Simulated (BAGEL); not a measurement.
# C2H2F2O (SMILES O=CC(F)F) at PBE0/def2-SVP (density fitting with qzvpp-jkfit)

What is the energy change on altering one bond length of C2H2F2O at PBE0/def2-SVP (density fitting with qzvpp-jkfit)? 

Program for the calculation: BAGEL 1.2.2.

16 further runs of the same task are left out: 16 set aside as unsound or not needed.

## 1. The molecule

The species is C2H2F2O (7 atoms), meant as a singlet with charge 0. SMILES: `O=CC(F)F`. The shape is that of a GFN2-xTB optimisation. This is one conformer, not always the lowest.

Bond lengths: O1–C2 1.190 Å, C2–C3 1.538 Å, C3–F4 1.353 Å, C3–F5 1.352 Å, C2–H6 1.102 Å, C3–H7 1.100 Å. Angles: O1–C2–C3 123.6°, C2–C3–F4 109.0°, C2–C3–F5 109.1°, F4–C3–F5 106.8°, O1–C2–H6 124.1°, C3–C2–H6 112.3°, C2–C3–H7 113.6°, F4–C3–H7 109.0°, F5–C3–H7 109.1°.

## 2. The energy at PBE0/def2-SVP (density fitting with qzvpp-jkfit)

Input file input.json:

```json
{ "bagel": [

{
  "title": "molecule",
  "basis": "svp",
  "df_basis": "qzvpp-jkfit",
  "angstrom": true,
  "geometry": [
    { "atom": "O", "xyz": [   -1.298000,    1.002240,    0.935460 ] },
    { "atom": "C", "xyz": [   -0.279560,    0.409670,    0.769870 ] },
    { "atom": "C", "xyz": [    0.114540,   -0.251320,   -0.562250 ] },
    { "atom": "F", "xyz": [    0.316750,   -1.572770,   -0.356070 ] },
    { "atom": "F", "xyz": [    1.293430,    0.263870,   -0.979390 ] },
    { "atom": "H", "xyz": [    0.487740,    0.270980,    1.549300 ] },
    { "atom": "H", "xyz": [   -0.634900,   -0.122670,   -1.356910 ] }
  ]
},
{
  "title": "ks",
  "xc_func": "pbe0",
  "charge": 0
},
{
  "title": "print",
  "file": "orbitals.molden",
  "orbitals": true
}

]}
```

Started as:

```console
$ BAGEL_NUM_THREADS=1 BAGEL input.json > input.out
```

What it wrote:

```text
* using 1 threads per process

  ===============================================================
  ===============================================================

  *** Geometry ***

  { "atom" : "O", "xyz" : [     -2.452865,      1.893959,      1.767763 ] },
  { "atom" : "C", "xyz" : [     -0.528292,      0.774164,      1.454843 ] },
  { "atom" : "C", "xyz" : [      0.216449,     -0.474926,     -1.062499 ] },
  { "atom" : "F", "xyz" : [      0.598571,     -2.972105,     -0.672875 ] },
  { "atom" : "F", "xyz" : [      2.444228,      0.498642,     -1.850779 ] },
  { "atom" : "H", "xyz" : [      0.921695,      0.512078,      2.927753 ] },
  { "atom" : "H", "xyz" : [     -1.199787,     -0.231813,     -2.564188 ] },

  Number of auxiliary basis functions:      417

  Since a DF basis is specified, we compute 2- and 3-index integrals:
    o Being stored without compression. Storage requirement is 0.021 GB

  Number of basis functions:       80
  Number of electrons      :       40

    * METHOD: MOLECULE                             0.13

  *** Kohn-Sham DFT ***

    * Removing 12914 points whose weight is below 1.00e-10
    * Grid points: 91428

  === Nuclear Repulsion ===
   174.4159773395

       - DIIS with orbital gradients will be used.

  === KS iteration (pbe0 / svp) ===
      0       -319.55843354          0.13378294           0.27
      1       -250.24823022          0.19211161           0.27
      2       -283.17892943          0.20238847           0.36
      3       -328.56415255          0.14299575           0.24
      4       -349.99546941          0.05984043           0.25
      5       -350.14977452          0.06170611           0.35
      6       -351.61204656          0.01168611           0.26
      7       -351.66051745          0.00449151           0.22
      8       -351.66751022          0.00131306           0.22
      9       -351.66808934          0.00068446           0.24
     10       -351.66830897          0.00009632           0.23
     11       -351.66831370          0.00001175           0.22
     12       -351.66831375          0.00000467           0.22
     13       -351.66831376          0.00000299           0.23
     14       -351.66831376          0.00000062           0.23
     15       -351.66831376          0.00000057           0.22
     16       -351.66831376          0.00000013           0.23
     17       -351.66831376          0.00000003           0.26
     18       -351.66831376          0.00000001           0.27
    * SCF iteration converged.

    * Permanent dipole moment:
           (   -0.110249,     0.072501,     0.052075) a.u.

    * METHOD: KS                                   5.21

    * METHOD: PRINT                                0.01

  ===============================================================
```

Wall time 6 s (1 thread of Intel Xeon 6975P-C (Granite Rapids), shared host); peak memory 0.35 GiB.

## 3. The distorted shape, same level

Input file input.json:

```json
{ "bagel" : [

{
  "title" : "molecule",
  "basis" : "svp",
  "df_basis" : "qzvpp-jkfit",
  "angstrom" : true,
  "geometry" : [
    { "atom" : "O", "xyz" : [      -1.357116,       1.101391,       1.135283 ] },
    { "atom" : "C", "xyz" : [      -0.338676,       0.508821,       0.969693 ] },
    { "atom" : "C", "xyz" : [       0.114540,      -0.251320,      -0.562250 ] },
    { "atom" : "F", "xyz" : [       0.316750,      -1.572770,      -0.356070 ] },
    { "atom" : "F", "xyz" : [       1.293430,       0.263870,      -0.979390 ] },
    { "atom" : "H", "xyz" : [       0.428624,       0.370131,       1.749123 ] },
    { "atom" : "H", "xyz" : [      -0.634900,      -0.122670,      -1.356910 ] }
  ]
},

{ "title" : "ks", "xc_func" : "pbe0" },

{ "title" : "print", "file" : "orbitals.molden", "orbitals" : true }

]}
```

Started as:

```console
$ BAGEL_NUM_THREADS=1 BAGEL input.json > input.out
```

What it wrote:

```text
* using 1 threads per process

  ===============================================================
  ===============================================================

  *** Geometry ***

  { "atom" : "O", "xyz" : [     -2.564578,      2.081327,      2.145374 ] },
  { "atom" : "C", "xyz" : [     -0.640005,      0.961532,      1.832454 ] },
  { "atom" : "C", "xyz" : [      0.216449,     -0.474926,     -1.062499 ] },
  { "atom" : "F", "xyz" : [      0.598571,     -2.972105,     -0.672875 ] },
  { "atom" : "F", "xyz" : [      2.444228,      0.498642,     -1.850779 ] },
  { "atom" : "H", "xyz" : [      0.809982,      0.699446,      3.305363 ] },
  { "atom" : "H", "xyz" : [     -1.199787,     -0.231813,     -2.564188 ] },

  Number of auxiliary basis functions:      417

  Since a DF basis is specified, we compute 2- and 3-index integrals:
    o Being stored without compression. Storage requirement is 0.021 GB

  Number of basis functions:       80
  Number of electrons      :       40

    * METHOD: MOLECULE                             0.13

  *** Kohn-Sham DFT ***

    * Removing 12397 points whose weight is below 1.00e-10
    * Grid points: 91945

  === Nuclear Repulsion ===
   168.1956626484

       - DIIS with orbital gradients will be used.

  === KS iteration (pbe0 / svp) ===
      0       -320.57581892          0.14064161           0.27
      1       -261.93299686          0.14796639           0.26
      2       -281.80601270          0.19432359           0.31
      3       -318.33393472          0.13742609           0.30
      4       -342.99901652          0.10311406           0.24
      5       -329.45059156          0.13996059           0.25
      6       -332.89141298          0.13329264           0.25
      7       -290.20303813          0.23239112           0.24
      8       -347.31634753          0.07557328           0.24
      9       -351.53082463          0.01528232           0.25
     10       -351.47771882          0.01928545           0.25
     11       -351.63009193          0.00646203           0.24
     12       -351.64820268          0.00141754           0.23
     13       -351.64931503          0.00032827           0.24
     14       -351.64936719          0.00009746           0.23
     15       -351.64937091          0.00003614           0.26
     16       -351.64937150          0.00000407           0.24
     17       -351.64937150          0.00000344           0.22
     18       -351.64937150          0.00000089           0.23
     19       -351.64937150          0.00000030           0.23
     20       -351.64937150          0.00000008           0.22
     21       -351.64937150          0.00000003           0.21
     22       -351.64937150          0.00000001           0.22
    * SCF iteration converged.

    * Permanent dipole moment:
           (   -0.100186,     0.044570,    -0.014461) a.u.

    * METHOD: KS                                   6.00

    * METHOD: PRINT                                0.01

  ===============================================================
```

Run time: 6.6 s. Hardware: 1 thread of Intel Xeon 6975P-C (Granite Rapids), shared host; peak memory 0.35 GiB.

## 4. Outcome

Level: PBE0/def2-SVP (density fitting with qzvpp-jkfit).

| quantity | value |
| --- | --- |
| first shape: total energy | -351.66831 Eh |
| first shape: dipole moment | 0.36 D |
| first shape: HOMO energy | -8.17 eV |
| first shape: LUMO energy | -1.67 eV |
| first shape: HOMO–LUMO gap | 6.50 eV |
| distorted shape: total energy | -351.64937 Eh |
| distorted shape: dipole moment | 0.28 D |
| distorted shape: HOMO energy | -7.84 eV |
| distorted shape: LUMO energy | -1.53 eV |
| distorted shape: HOMO–LUMO gap | 6.30 eV |
| energy change with the C2–C3 bond stretched from 1.538 to 1.769 Å | 0.515 eV |

**Reading.** With the C2–C3 bond stretched from 1.538 to 1.769 Å the energy rises by 0.52 eV (11.9 kcal/mol). The first shape isn't relaxed at this level, so the change isn't measured from a minimum.
